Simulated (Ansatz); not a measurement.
Rock-salt TiC was calculated with r²SCAN in Ansatz (PAW).

Run with plane-wave cutoff 600 eV, 16×16×16 k mesh, Fermi–Dirac smearing 0.1 eV, finite displacements, force constants from a 4×4×4 q mesh, no spin polarisation, scalar-relativistic PAW data made under PBE.

**Question.** Predict the TO(Γ) frequency and zero-point energy.

**Answer.** 
TO(Γ) frequency: 510 cm⁻¹
zero-point energy: 0.084 eV/atom

Ansatz is a quantum-chemistry and plane-wave program.
